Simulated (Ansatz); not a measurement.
# C2H3Si: the cost of one run

Computed with Ansatz 0.2.0, Gaussian basis. Level: single points with forces in def2-TZVPPD.

Levels: PBE-D4, r2SCAN-D4, PBE0-D4, wB97M-V, Hartree-Fock, MP2, CCSD, CCSD(T). Each coordinate is moved by a Gaussian draw of the width named (0.7 of it for atoms other than hydrogen): 0.02, 0.09, 0.09, 0.04 Å.

Correlated methods freeze the cores.

30 further runs of the same task are left out: 30 set aside as unsound or not needed.

**1. The starting structure**

6 atoms, charge -1, spin multiplicity 1.

Atoms are counted from 1 here; the program's logs count them from 0.

Bond lengths: C1–C2 1.312 Å, C1–H4 1.111 Å, C1–H5 1.110 Å, C2–Si3 1.736 Å, Si3–H6 1.517 Å. Angles: C2–C1–H4 124.5°, C2–C1–H5 124.2°, H4–C1–H5 111.2°, C1–C2–Si3 163.1°, C2–Si3–H6 105.4°.

As a file:

```xyz
6
C2H3Si
C    -0.75127    0.01223   -0.85347
C     0.09073    0.06769    0.15156
Si    0.82512    0.41299    1.68567
H    -1.58287   -0.71940   -0.93748
H    -0.67707    0.64188   -1.76467
H     2.09536   -0.41540    1.71840
```

**2. Relaxation at PBE0-D4**

relax/in.yaml

```yaml
crystal:
  periodic: [false, false, false]
  atoms:
    - {symbol: C, position_ang: [-0.751270, 0.012230, -0.853470]}
    - {symbol: C, position_ang: [0.090730, 0.067690, 0.151560]}
    - {symbol: Si, position_ang: [0.825120, 0.412990, 1.685670]}
    - {symbol: H, position_ang: [-1.582870, -0.719400, -0.937480]}
    - {symbol: H, position_ang: [-0.677070, 0.641880, -1.764670]}
    - {symbol: H, position_ang: [2.095360, -0.415400, 1.718400]}
basis:
  gaussian: {orbitals: def2-TZVPD}
total_charge: -1
hamiltonian: {xc: pbe0, dispersion: d4}
relax: {f_tol: 0.005, max_steps: 200}
```

Launch:

```
> ansatz run in.yaml --threads 2 --pin off --events-out ev --progress --plain --max-ram 4352MiB
```

Q: Estimate wall time and peak memory on 2 threads of Arm Neoverse N1, shared host.

About 42 s, with a peak of 0.23 GiB.
